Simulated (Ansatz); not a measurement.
**YP2Pd2: experiment and calculation**

**Experimental background.**

“Magnetization and transport properties of single crystalline RPd2P2 (R=Y, La-Nd, Sm-Ho, Yb)”, 2016, arxiv:1601.03025 reports, for a powder of YP2Pd2 at 300 K: lattice constant a 4.05 ± 0.008 Å; lattice constant c 9.84 ± 0.02 Å.

How close the calculation comes is told below.

These are results of DFT PBEsol, scalar-relativistic, plane waves, PAW (Ansatz 0.2.0), not measurements.

Settings: cutoff 420 eV, Γ-centred mesh 12×12×12 on the computed 5-atom cell, Gaussian smearing of 0.10 eV; no spin polarisation.

Relaxed structure, symmetry kept:

```
CELL_PARAMETERS angstrom
-2.02117 2.02117 4.90524
2.02117 -2.02117 4.90524
2.02117 2.02117 -4.90524
ATOMIC_POSITIONS crystal
Y 0.00000 0.00000 0.00000
P 0.38839 0.38839 0.00000
P 0.61161 0.61161 0.00000
Pd 0.75000 0.25000 0.50000
Pd 0.25000 0.75000 0.50000
```

| Item | Value |
| --- | --- |
| Space group | I4/mmm (No. 139) |
| Volume per atom | 16.03 Å³ |
| Formation energy from the elements' standard states (uncorrected) | -1.034 eV/atom |
| Kohn–Sham band gap | none (metal) |
| Density of states at the Fermi level | 1.24 states/eV per cell |
| Löwdin character within 0.5 eV of the Fermi level | P 3p 32 %, Pd 4d 30 %, Y 4d 27 %, unprojected 6 % |
| Bulk modulus | 149 GPa |
| Its pressure derivative | 4.9 |
| Bader charges (e) | Y (1 in the cell) 1.68, P (2 in the cell) -0.48, Pd (2 in the cell) -0.36 |

A measured lattice constant a of YP2Pd2 is 4.05 Å (300 K; powder; the paper above); the calculated 4.042 Å misses it by -0.2 %. The measured value has few digits, which limits the comparison. A measured lattice constant c of YP2Pd2 is 9.84 Å (300 K; powder; the paper above); the calculated 9.810 Å misses it by -0.3 %. The calculation is for 0 K without zero-point motion.